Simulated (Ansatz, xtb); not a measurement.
# HNOSi−: 3 structures ranked

3 gas-phase structures of HNOSi−, found in a search over its isomers (lower ones may exist). Each was relaxed with GFN2-xTB:

A. the doublet with the links of `[N]=[SiH][O-]`
B. the doublet with the links of `[N-]=[Si]O`
C. the doublet with the links of `[H]/N=[Si]\[O-]`

**Question.** Estimate their order in r2SCAN-D4/def2-SVPD energy at these geometries, lowest first.

**Answer.** Calculated order at r2SCAN-D4/def2-SVPD: C (0.0), A (24.6), B (29.7) kcal/mol.

Energies above the lowest of each column, in kcal/mol; the last columns are at PBE0-D3(BJ)/def2-SVPD geometries:

```json
{"structure": "C", "GFN2-xTB": "0.3", "HF/STO-3G": "15.4", "r2SCAN-D4/def2-SVPD": "0.0", "PBE0-D3(BJ)/def2-SVPD": "0.0", "CCSD(T)/def2-SVPD": "0.0"}
{"structure": "A", "GFN2-xTB": "0.0", "HF/STO-3G": "12.2", "r2SCAN-D4/def2-SVPD": "24.6", "PBE0-D3(BJ)/def2-SVPD": "23.7", "CCSD(T)/def2-SVPD": "22.5"}
{"structure": "B", "GFN2-xTB": "41.6", "HF/STO-3G": "0.0", "r2SCAN-D4/def2-SVPD": "29.7", "PBE0-D3(BJ)/def2-SVPD": "25.4", "CCSD(T)/def2-SVPD": "24.5"}
```

CCSD(T)/def2-SVPD puts C lowest; HF/STO-3G picks B. Flexible structures stand in one conformer each, not always the lowest. Open shells are spin-unrestricted, some with notable spin contamination. Large T1 diagnostics make some coupled-cluster values less sure.

Programs: Ansatz 0.2.0, xtb 6.7.1.
